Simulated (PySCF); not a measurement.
# How the method moves the HOMO and LUMO of `CC1=C[C@@H]1CF`

Compound: C5H7F.
Geometry (PBE0-D3(BJ)/def2-SVP, Å), atoms numbered from 1 in this order:
```xyz
13
C5H7F angstrom
C      1.9923    0.0914   -0.1696
C      0.6299    0.6392   -0.1385
C     -0.2432    1.5592    0.1399
C     -0.7831    0.3374   -0.5474
C     -1.5846   -0.6934    0.1955
F     -1.2170   -1.9643   -0.1968
H      2.0119   -0.9040    0.3009
H      2.3181   -0.0488   -1.2134
H      2.7116    0.7477    0.3404
H     -0.4928    2.5416    0.5320
H     -1.0412    0.3910   -1.6203
H     -2.6664   -0.5804    0.0030
H     -1.4091   -0.5987    1.2820
```

Basis pcSseg-1 throughout (PySCF), one geometry. Geometry: PBE0-D3(BJ)/def2-SVP, one conformer, isolated molecule.

**Question.** How do the orbital energies, the gap and the dipole change with the method?

**Answer.** 
```json
{"method": "BLYP", "kind": "GGA", "HOMO (eV)": "-5.80", "LUMO (eV)": "-0.72", "gap (eV)": "5.08", "μ (D)": "1.88", "SCF cycles": "14"}
{"method": "OPBE", "kind": "GGA", "HOMO (eV)": "-5.90", "LUMO (eV)": "-0.73", "gap (eV)": "5.16", "μ (D)": "1.87", "SCF cycles": "14"}
{"method": "B97-D", "kind": "GGA", "HOMO (eV)": "-5.91", "LUMO (eV)": "-0.75", "gap (eV)": "5.16", "μ (D)": "1.91", "SCF cycles": "14"}
{"method": "PBE", "kind": "GGA", "HOMO (eV)": "-5.94", "LUMO (eV)": "-0.86", "gap (eV)": "5.07", "μ (D)": "1.87", "SCF cycles": "14"}
{"method": "KT2", "kind": "GGA", "HOMO (eV)": "-5.97", "LUMO (eV)": "-0.85", "gap (eV)": "5.12", "μ (D)": "1.91", "SCF cycles": "15"}
{"method": "KT3", "kind": "GGA", "HOMO (eV)": "-5.99", "LUMO (eV)": "-0.80", "gap (eV)": "5.19", "μ (D)": "1.90", "SCF cycles": "15"}
{"method": "BP86", "kind": "GGA", "HOMO (eV)": "-6.04", "LUMO (eV)": "-0.96", "gap (eV)": "5.08", "μ (D)": "1.88", "SCF cycles": "14"}
{"method": "LDA", "kind": "LDA", "HOMO (eV)": "-6.08", "LUMO (eV)": "-1.11", "gap (eV)": "4.98", "μ (D)": "1.92", "SCF cycles": "14"}
{"method": "B97-2", "kind": "global hybrid", "HOMO (eV)": "-6.88", "LUMO (eV)": "0.14", "gap (eV)": "7.02", "μ (D)": "1.98", "SCF cycles": "14"}
{"method": "B3LYP", "kind": "global hybrid", "HOMO (eV)": "-6.91", "LUMO (eV)": "-0.04", "gap (eV)": "6.87", "μ (D)": "1.97", "SCF cycles": "14"}
{"method": "PBE0", "kind": "global hybrid", "HOMO (eV)": "-7.13", "LUMO (eV)": "0.19", "gap (eV)": "7.32", "μ (D)": "1.98", "SCF cycles": "14"}
{"method": "mPW1PW91", "kind": "global hybrid", "HOMO (eV)": "-7.16", "LUMO (eV)": "0.18", "gap (eV)": "7.33", "μ (D)": "1.99", "SCF cycles": "14"}
{"method": "BHandHLYP", "kind": "global hybrid", "HOMO (eV)": "-8.16", "LUMO (eV)": "1.36", "gap (eV)": "9.52", "μ (D)": "2.08", "SCF cycles": "12"}
{"method": "CAM-B3LYP", "kind": "range-separated hybrid", "HOMO (eV)": "-8.46", "LUMO (eV)": "1.39", "gap (eV)": "9.85", "μ (D)": "2.00", "SCF cycles": "12"}
{"method": "wB97X-D", "kind": "range-separated hybrid", "HOMO (eV)": "-8.98", "LUMO (eV)": "2.03", "gap (eV)": "11.01", "μ (D)": "2.00", "SCF cycles": "13"}
{"method": "HF", "kind": "Hartree–Fock", "HOMO (eV)": "-9.66", "LUMO (eV)": "4.17", "gap (eV)": "13.83", "μ (D)": "2.20", "SCF cycles": "11"}
{"method": "LC-wPBE", "kind": "range-separated hybrid", "HOMO (eV)": "-9.83", "LUMO (eV)": "2.57", "gap (eV)": "12.40", "μ (D)": "1.99", "SCF cycles": "12"}
```

The HOMO spans 4.03 eV, from BLYP down to LC-wPBE, and the gap runs from 4.98 eV (LDA) to 13.83 eV (HF). Over the methods BLYP (0 %), OPBE (0 %), B97-D (0 %), PBE (0 %), KT2 (0 %), KT3 (0 %), BP86 (0 %), LDA (0 %), B97-2 (21 %), B3LYP (20 %), PBE0 (25 %), mPW1PW91 (25 %), BHandHLYP (50 %), HF (100 %), a straight line through the gap against the share of exact exchange rises by 0.87 eV for each 10 % (correlation coefficient 1.000). The dipole ranges from 1.87 D (OPBE) to 2.20 D (HF). This basis has no diffuse functions.
